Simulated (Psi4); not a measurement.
# CH5FSi (SMILES C[SiH2]F) at OMP2/6-311+G(d,p) (density fitting for correlation)

Aim: the vertical electron affinity of CH5FSi at OMP2/6-311+G** (density fitting for correlation), from 2 runs. 

The results are computed with Psi4 1.11.

1 further run of the same task is left out (it didn't finish).

## (1) The structure to begin with

The species is CH5FSi (8 atoms), meant as a singlet with charge 0. SMILES: `C[SiH2]F`. The coordinates come from a PBE0-D4/def2-TZVP relaxation.

Bond lengths: C1–Si2 1.853 Å, Si2–F3 1.604 Å, C1–H4 1.092 Å, C1–H5 1.094 Å, C1–H6 1.092 Å, Si2–H7 1.485 Å, Si2–H8 1.485 Å. Some angles: C1–Si2–F3 109.4°, C1–Si2–H7 111.5°, C1–Si2–H8 111.5°, F3–Si2–H7 107.3°, F3–Si2–H8 107.3°, Si2–C1–H4 111.0°, Si2–C1–H5 110.1°, Si2–C1–H6 111.1°, H7–Si2–H8 109.7°, H4–C1–H5 108.1°.

## (2) A single-point energy at OMP2/6-311+G(d,p) (density fitting for correlation)

ch5fsi.xyz

```xyz
8
CH5FSi
C     -0.521400     0.700300    -0.437000
Si     0.448400    -0.642000     0.395200
F      1.946500    -0.649600    -0.178800
H     -0.562400     0.542500    -1.517100
H     -1.546700     0.713200    -0.056500
H     -0.077200     1.680300    -0.248400
H      0.538700    -0.420800     1.860700
H     -0.133700    -1.981200     0.126000
```

ch5fsi.py

```python
import psi4

psi4.set_memory(1600000000)
psi4.set_num_threads(1)
psi4.core.set_output_file('psi4.out', False)

with open('ch5fsi.xyz') as f:
    atoms = ''.join(f.readlines()[2:])
m = psi4.geometry('0 1\n' + atoms + 'symmetry c1')

psi4.set_options(dict(basis='6-311+G**', puream=True, e_convergence=1e-09, d_convergence=1e-08, scf_type='pk', num_frozen_docc=7))

result = psi4.energy("omp2", molecule=m)
print('E =', round(result, 9))
```

Run with:

```console
$ python ch5fsi.py
```

psi4.out, shortened:

```text
[...]
  Running in c1 symmetry.
[...]
  Nuclear repulsion =  115.959115419017664
[...]
  Multiplicity = 1
[...]
  Nalpha       = 17
  Nbeta        = 17
[...]
    Number of basis functions: 104
[...]
   @RHF iter   1:  -429.15621900943961   -6.83429e-01   4.59542e-03 ADIIS/DIIS
[...]
   @RHF iter  10:  -429.26483956308653   -1.97247e-11   7.27154e-09 DIIS
[...]
    Orbital Energies [Eh]
    ---------------------
    Doubly Occupied:
       1A    -68.815639     2A    -26.277180     3A    -11.219511
       4A     -6.158822     5A     -4.267373     6A     -4.265360
       7A     -4.265208     8A     -1.579964     9A     -0.964179
      10A     -0.755451    11A     -0.661582    12A     -0.661098
      13A     -0.621228    14A     -0.573880    15A     -0.563493
      16A     -0.475723    17A     -0.466869
[...]
  @RHF Final Energy:  -429.26483956308653
   => Energetics <=
    Nuclear Repulsion Energy =            115.9591154190176638
    One-Electron Energy =                -825.2627932137604603
    Two-Electron Energy =                 280.0388382316563138
    Total Energy =                       -429.2648395630865252
[...]
 Multipole Moments:
 ------------------------------------------------------------------------------------
     Multipole            Electronic (a.u.)      Nuclear  (a.u.)        Total (a.u.)
 ------------------------------------------------------------------------------------
 L = 1.  Multiply by 2.5417464519 to convert [e a0] to [Debye]
 Dipole X            :          5.1600126           -5.9361325           -0.7761199
 Dipole Y            :         -2.1332212            2.3560107            0.2227894
 Dipole Z            :         -0.0791415            0.1798230            0.1006815
 Magnitude           :                                                    0.8137162
[...]
	Warning: cc_lambda option is changed to TRUE
	For this residual convergence, default PCG convergence is:     1.00e-07
[...]
	DF-MP2 Total Energy (a.u.)         :  -429.73260726470880
[...]
	DF-MP2 Total Energy (a.u.)         :  -429.73813105168892
[...]
	DF-OMP2 Total Energy (a.u.)        :  -429.73813105167773
[...]
```

Standard output:

```text
E = -429.738131052
```

Wall time 41 s (1 thread of Intel Xeon Platinum 8259CL at 2.50GHz (Skylake/Cascade Lake), shared host); peak memory 0.41 GiB.

## (3) The doublet anion

calc.dat

```
memory 1600 mb

molecule molecule1 {
  -1 2
  C     -0.521400     0.700300    -0.437000
  Si     0.448400    -0.642000     0.395200
  F      1.946500    -0.649600    -0.178800
  H     -0.562400     0.542500    -1.517100
  H     -1.546700     0.713200    -0.056500
  H     -0.077200     1.680300    -0.248400
  H      0.538700    -0.420800     1.860700
  H     -0.133700    -1.981200     0.126000
  symmetry c1
}

set reference uhf
set puream true
set e_convergence 1e-09
set d_convergence 1e-08
set scf_type pk
set num_frozen_docc 7
set maxiter 100

result, w = energy("omp2/6-311+G**", return_wfn=True)
```

Run with:

```console
$ psi4 -n 1 calc.dat calc.out
```

calc.out, shortened:

```text
[...]
  Running in c1 symmetry.
[...]
  Nuclear repulsion =  115.959115419017664
[...]
  Multiplicity = 2
[...]
  Nalpha       = 18
  Nbeta        = 17
[...]
    Number of basis functions: 104
[...]
   @UHF iter   1:  -428.99968803544630   -5.26898e-01   5.27782e-03 DIIS/ADIIS
[...]
   @UHF iter  24:  -429.20969250140496   -1.13118e-11   5.99010e-09 DIIS
[...]
   @S^2 Observed:                7.504824310E-01
[...]
  @UHF Final Energy:  -429.20969250140496
   => Energetics <=
    Nuclear Repulsion Energy =            115.9591154190176638
    One-Electron Energy =                -830.0610516028961001
    Two-Electron Energy =                 284.8922436824735200
    Total Energy =                       -429.2096925014049589
  UHF NO Occupations:
  HONO-2 :   16  A 1.9999299
  HONO-1 :   17  A 1.9999222
[...]
 Multipole Moments:
 ------------------------------------------------------------------------------------
     Multipole            Electronic (a.u.)      Nuclear  (a.u.)        Total (a.u.)
 ------------------------------------------------------------------------------------
 L = 1.  Multiply by 2.5417464519 to convert [e a0] to [Debye]
 Dipole X            :          8.7533015           -5.9361325            2.8171689
 Dipole Y            :         -3.1425070            2.3560107           -0.7864964
 Dipole Z            :         -0.5664992            0.1798230           -0.3866761
 Magnitude           :                                                    2.9503450
[...]
	Warning: cc_lambda option is changed to TRUE
	For this residual convergence, default PCG convergence is:     1.00e-07
[...]
	DF-SCS-MP2 Total Energy (a.u.)     :  -429.68388020845350
	DF-SOS-MP2 Total Energy (a.u.)     :  -429.68312811678197
[...]
	DF-SCS-OMP2 Total Energy (a.u.)    :  -429.68882411090556
	DF-SOS-OMP2 Total Energy (a.u.)    :  -429.64980982291655
	DF-SCS(N)-OMP2 Total Energy (a.u.) :  -429.40827154752583
[...]
	DF-OMP2 Total Energy (a.u.)        :  -429.69226373422936
[...]
```

It took 2.8 min on 1 thread of Intel Xeon Platinum 8259CL at 2.50GHz (Skylake/Cascade Lake), shared host; peak memory 0.41 GiB.

## (4) What came out

Level: OMP2/6-311+G** (density fitting for correlation), 7 core orbitals frozen.

| quantity | value |
| --- | --- |
| singlet CH5FSi: total energy | -429.73813 Eh |
| singlet CH5FSi: HOMO energy (Hartree–Fock orbitals) | -12.70 eV |
| singlet CH5FSi: LUMO energy (Hartree–Fock orbitals) | 1.54 eV |
| singlet CH5FSi: HOMO–LUMO gap (Hartree–Fock orbitals) | 14.24 eV |
| singlet CH5FSi: correlation energy (7 core orbitals frozen) | -473.3 mEh |
| doublet anion: total energy | -429.69226 Eh |
| doublet anion: HOMO energy (Hartree–Fock orbitals) (highest over α and β) | 1.46 eV |
| doublet anion: LUMO energy (Hartree–Fock orbitals) (lowest over α and β) | 4.61 eV |
| doublet anion: correlation energy (7 core orbitals frozen) | -482.6 mEh |
| doublet anion: ⟨S²⟩ of the reference determinant | 0.750 |
| vertical electron affinity (to the doublet anion) | -1.248 eV |

**Reading.** The anion lies 1.25 eV (29 kcal/mol) above the neutral: the electron isn't bound at this level, and such a value depends on the basis. The HOMO (doublet anion) lies at positive energy, 1.46 eV: the electron is unbound at this level or held by a compact basis; values depend on the basis.
